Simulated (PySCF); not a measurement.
Molecule: Chlorocyclopentane (ClC1CCCC1, C5H9Cl).

Molfile (atoms numbered from 1):
```
C5H9Cl
     RDKit          3D

 15 15  0  0  0  0  0  0  0  0999 V2000
    1.9896    0.1225   -1.3961 Cl  0  0  0  0  0  0  0  0  0  0  0  0
    1.1758   -0.4184    0.1279 C   0  0  0  0  0  0  0  0  0  0  0  0
    0.5726    0.7791    0.8441 C   0  0  0  0  0  0  0  0  0  0  0  0
   -0.7132    1.0835    0.0613 C   0  0  0  0  0  0  0  0  0  0  0  0
   -1.1116   -0.2460   -0.6243 C   0  0  0  0  0  0  0  0  0  0  0  0
   -0.0409   -1.2655   -0.2090 C   0  0  0  0  0  0  0  0  0  0  0  0
    1.9492   -0.9460    0.7013 H   0  0  0  0  0  0  0  0  0  0  0  0
    0.3367    0.4632    1.8750 H   0  0  0  0  0  0  0  0  0  0  0  0
    1.2671    1.6280    0.9114 H   0  0  0  0  0  0  0  0  0  0  0  0
   -1.5039    1.4724    0.7194 H   0  0  0  0  0  0  0  0  0  0  0  0
   -0.5184    1.8588   -0.6935 H   0  0  0  0  0  0  0  0  0  0  0  0
   -1.1117   -0.1264   -1.7173 H   0  0  0  0  0  0  0  0  0  0  0  0
   -2.1201   -0.5813   -0.3413 H   0  0  0  0  0  0  0  0  0  0  0  0
   -0.3408   -1.7936    0.7126 H   0  0  0  0  0  0  0  0  0  0  0  0
    0.1705   -2.0283   -0.9712 H   0  0  0  0  0  0  0  0  0  0  0  0
  1  2  1  0
  2  3  1  0
  3  4  1  0
  4  5  1  0
  5  6  1  0
  6  2  1  0
  2  7  1  0
  3  8  1  0
  3  9  1  0
  4 10  1  0
  4 11  1  0
  5 12  1  0
  5 13  1  0
  6 14  1  0
  6 15  1  0
M  END
```

Geometry PBE0-D3(BJ)/def2-SVP throughout; GIAO in PySCF 2.14, gas phase, one conformer, non-relativistic; equivalent atoms averaged; basis pcSseg-1.

Task: How do the shifts δ (against HCl, TMS at the same level) depend on the functional? (ppm; last column core-seconds on shared hosts with different chips, so compare them loosely)

Result: 
```
functional                    kind    Cl1    C2  C3/C6  C4/C5    H7  H11/H12  H9/H15  H10/H13  H8/H14  core-s
        HF            Hartree–Fock   82.8  61.7   34.8   19.4  3.82     1.80    1.77     1.49    1.31     4.7
       LDA                     LDA  205.1  74.5   41.9   22.8  4.48     2.17    1.94     1.70    1.71      13
       PBE                     GGA  182.4  72.2   41.1   24.0  4.36     2.10    1.92     1.65    1.67      16
      BLYP                     GGA  183.7  73.9   42.1   24.9  4.34     2.11    1.91     1.64    1.66      16
      BP86                     GGA  179.2  72.5   41.3   24.1  4.36     2.10    1.93     1.65    1.67      16
      OPBE                     GGA  164.2  68.8   38.8   23.8  4.28     2.05    1.92     1.64    1.68      16
       KT2                     GGA  169.3  69.9   40.4   23.5  4.45     2.10    1.96     1.66    1.62      37
       KT3                     GGA  161.2  69.2   39.7   24.4  4.33     2.06    1.93     1.64    1.62      37
     B97-D                     GGA  168.0  71.6   40.6   24.6  4.34     2.10    1.94     1.65    1.66      36
     B3LYP           global hybrid  161.9  71.3   40.5   23.6  4.19     2.03    1.87     1.61    1.57      24
      PBE0           global hybrid  154.9  69.3   39.3   22.6  4.18     2.01    1.87     1.61    1.56      15
  mPW1PW91           global hybrid  151.7  69.3   39.3   22.9  4.15     2.00    1.86     1.60    1.56      24
      WP04           global hybrid  147.4  74.7   41.0   26.3  4.04     1.93    1.84     1.55    1.53      25
     B97-2           global hybrid  149.6  69.1   39.1   23.2  4.18     2.00    1.88     1.61    1.57      32
 BHandHLYP           global hybrid  132.1  68.0   38.4   21.9  4.04     1.93    1.83     1.57    1.46      33
 CAM-B3LYP  range-separated hybrid  154.5  69.1   39.4   22.4  4.07     1.99    1.84     1.60    1.52      38
   wB97X-D  range-separated hybrid  146.0  68.5   39.2   22.5  4.08     1.97    1.84     1.59    1.51      38
   LC-wPBE  range-separated hybrid  139.1  65.0   37.4   21.2  3.88     1.92    1.78     1.56    1.48      51
```

Task: Which nucleus moves most, in ppm?

Result: Cl1 (chlorine bonded to C): from 82.8 ppm with HF to 205.1 ppm with LDA. The smallest spread is 0.18 ppm, at H9/H15. Proton shifts span only some 12 ppm, so a few tenths of a ppm matter as much there as several ppm in carbon.
